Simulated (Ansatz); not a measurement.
# PN (phosphorus nitride): SVWN5-D3(BJ)/pc-2 (sfX2C, damping of r2scan)

Aim: the energy difference between two shapes of PN (phosphorus nitride) at SVWN5-D3(BJ)/pc-2 (sfX2C, damping of r2scan), from 2 runs. 

Program for the calculation: Ansatz 0.2.0.

10 further runs of the same task are left out: 2 for a known fault of the program, 1 that didn't finish, 7 set aside as unsound or not needed.

**1. The system as given**

The species is PN (2 atoms), meant as a singlet with charge 0. As SMILES, `N#P`. Geometry: the measured bond length.

Bond lengths: N1–P2 1.491 Å.

**2. Energy and forces at SVWN5-D3(BJ)/pc-2 (sfX2C, damping of r2scan)**

The input, in.yaml:

```yaml
crystal:
  periodic: [false, false, false]
  atoms:
    - {symbol: "N", position_ang: [0.000000, 0.000000, 0.000000]}
    - {symbol: P, position_ang: [0.000000, 0.000000, 1.490866]}
basis:
  gaussian: {orbitals: pc-2.json}
hamiltonian: {xc: {name: SVWN5}, dispersion: {method: d3bj, functional: r2scan}, pseudopotentials: {relativity: scalar}}
output: {forces: true, orbitals: {seedname: orbitals}}
```

The basis set pc-2 is read from a file made from the Basis Set Exchange's data (not shown).

Command:

```console
$ ansatz run in.yaml --threads 1 --pin off --max-ram 2610MiB --events-out events.jsonl --progress --plain --runs-dir runs
```

The program printed:

```text
Warning: the engine holds no damping parameters fitted to this dispersion correction and functional, so the run takes those fitted to r2scan beside the three-body term, which d3bj leaves out (hamiltonian.dispersion, under Limitations)
Warning: RAYON_NUM_THREADS=1 ignored (pool sized by the plan → 1); use --threads N
Functional definition: SVWN5
  name "SVWN5"
  exchange = slater_x
  correlation = vwn5_c
413 factors; their error is unknown
mean field evaluation 1: about -10737.4086 eV, gradient 8.6e1 eV
mean field evaluation 2: about -10610.3929 eV, gradient 1.7e2 eV
mean field evaluation 4: about -10753.1887 eV, gradient 1.1e1 eV
mean field evaluation 8: about -10753.5382 eV, gradient 2.0e-1 eV
mean field evaluation 16: about -10753.5259 eV, gradient 1.8e-5 eV
mean field -10753.52585786 eV, -395.1847862747 hartree, gradient 1.8e-5 eV, S^2 0.000000; 0 other end points of the search recorded, 0 dependent functions left out
the calculation of the forces begins
reference -10753.52588386 eV, -395.1847872302 hartree; 11, 11 occupied and 53, 53 virtual orbitals, 413 factors
Total energy: -10753.53131779 eV, -395.1849869236 hartree
Relativity: scalar
Atom 0 at     0.000000     0.000000     0.000000 Å, force    -0.000000    -0.000000     0.245116 eV/Å
Atom 1 at     0.000000     0.000000     1.490866 Å, force     0.000000     0.000000    -0.245116 eV/Å
Dipole moment:    -0.000000     0.000000     0.591001 e Å
```

Wall time 0.53 s (1 thread of Arm Neoverse V1, shared host).

**3. The distorted shape**

Changes to in.yaml since step 2:

```diff
@@ -3,4 +3,4 @@
   atoms:
-    - {symbol: "N", position_ang: [0.000000, 0.000000, 0.000000]}
-    - {symbol: P, position_ang: [0.000000, 0.000000, 1.490866]}
+    - {symbol: "N", position_ang: [0.022527, -0.000865, -0.000882]}
+    - {symbol: P, position_ang: [-0.013091, 0.016893, 1.503291]}
 basis:
```

The basis set pc-2 is read from a file made from the Basis Set Exchange's data (not shown).

Command:

```console
$ ansatz run in.yaml --threads 1 --pin off --max-ram 2610MiB --events-out events.jsonl --progress --plain --runs-dir runs
```

The program printed, shortened:

```text
Warning: the engine holds no damping parameters fitted to this dispersion correction and functional, so the run takes those fitted to r2scan beside the three-body term, which d3bj leaves out (hamiltonian.dispersion, under Limitations)
Warning: RAYON_NUM_THREADS=1 ignored (pool sized by the plan → 1); use --threads N
[... 2 set-up lines as earlier in the session ...]
[...]
413 factors; their error is unknown
[...]
mean field -10753.51638526 eV, -395.1844381632 hartree, gradient 2.1e-5 eV, S^2 0.000000; 0 other end points of the search recorded, 0 dependent functions left out
[...]
reference -10753.51641115 eV, -395.1844391145 hartree; 11, 11 occupied and 53, 53 virtual orbitals, 413 factors
Total energy: -10753.52184480 eV, -395.1846387976 hartree
Relativity: scalar
Atom 0 at     0.022527    -0.000865    -0.000882 Å, force    -0.026342     0.013133     1.112454 eV/Å
Atom 1 at    -0.013091     0.016893     1.503291 Å, force     0.026342    -0.013133    -1.112454 eV/Å
Dipole moment:    -0.013950     0.006955     0.589105 e Å
```

Run time: 0.53 s. Hardware: 1 thread of Arm Neoverse V1, shared host.

**4. Outcome**

At SVWN5-D3(BJ)/pc-2 (sfX2C, damping of r2scan):

```
                                 quantity          value
                first shape: total energy  -395.18499 Eh
               first shape: dipole moment         2.84 D
                 first shape: HOMO energy       -7.75 eV
                 first shape: LUMO energy       -3.44 eV
               first shape: HOMO–LUMO gap        4.31 eV
           first shape: dispersion energy   -0.52 kJ/mol
    first shape: largest force on an atom     0.245 eV/Å
            distorted shape: total energy  -395.18464 Eh
           distorted shape: dipole moment         2.83 D
             distorted shape: HOMO energy       -7.77 eV
             distorted shape: LUMO energy       -3.49 eV
           distorted shape: HOMO–LUMO gap        4.28 eV
       distorted shape: dispersion energy   -0.52 kJ/mol
distorted shape: largest force on an atom     1.113 eV/Å
   energy change with the atoms displaced       0.009 eV
```

What this shows: With the atoms displaced the energy rises by 0.01 eV (0.2 kcal/mol). The first shape isn't relaxed at this level, so the change isn't measured from a minimum.
